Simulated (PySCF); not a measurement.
# Excitation energies in several basis sets

Species: BH2NO.
SMILES: `N(B)=O`

TDDFT with PBE0 (PySCF), vertical singlets, core orbitals frozen in the response, spherical d and f functions. Geometry: PBE0-D3(BJ)/def2-SVP; no solvent, vibrations or thermal averaging.

Q: How do the low singlets change with the basis? Take 6-31G*, def2-SVP, 6-31+G*, def2-SVPD, aug-cc-pVDZ, def2-TZVP, def2-TZVPD and aug-cc-pVTZ.

A: 

```tsv
basis	functions	diffuse	S1 (eV)	S2 (eV)	S3 (eV)	S4 (eV)	S5 (eV)	LUMO (eV)	α (au)
6-31G*	46	no	1.39	5.97	8.10	8.46	8.72	-2.92	24.5
def2-SVP	52	no	1.39	5.83	7.99	8.46	8.48	-3.07	25.7
6-31+G*	58	yes	1.39	5.74	6.18	7.22	7.22	-3.17	27.9
def2-SVPD	79	yes	1.39	5.77	6.54	7.91	7.96	-3.22	31.0
aug-cc-pVDZ	87	yes	1.41	5.69	6.09	6.88	6.97	-3.14	31.5
def2-TZVP	105	no	1.41	5.75	7.04	7.93	8.01	-3.10	29.4
def2-TZVPD	132	yes	1.41	5.73	6.16	7.41	7.55	-3.13	31.6
aug-cc-pVTZ	184	yes	1.42	5.68	6.05	6.85	6.89	-3.13	31.7
```

States are compared by their number. Against the largest diffuse basis here (aug-cc-pVTZ, itself not a converged limit), sets without diffuse functions differ by up to 0.03 eV in S1 and 1.83 eV in S5; the smaller diffuse sets differ by up to 0.03 and 1.07 eV. State by state, the largest deviation of a set without diffuse functions is S1 0.03, S2 0.29, S3 2.05, S4 1.62, S5 1.83 eV. The same number needn't mean the same state in each row. Against aug-cc-pVTZ the polarisability deviates by -23% in 6-31G*, -19% in def2-SVP, -12% in 6-31+G*, -2% in def2-SVPD, -1% in aug-cc-pVDZ, -7% in def2-TZVP, 0% in def2-TZVPD. A single + in a Pople set puts diffuse functions on heavy atoms only.
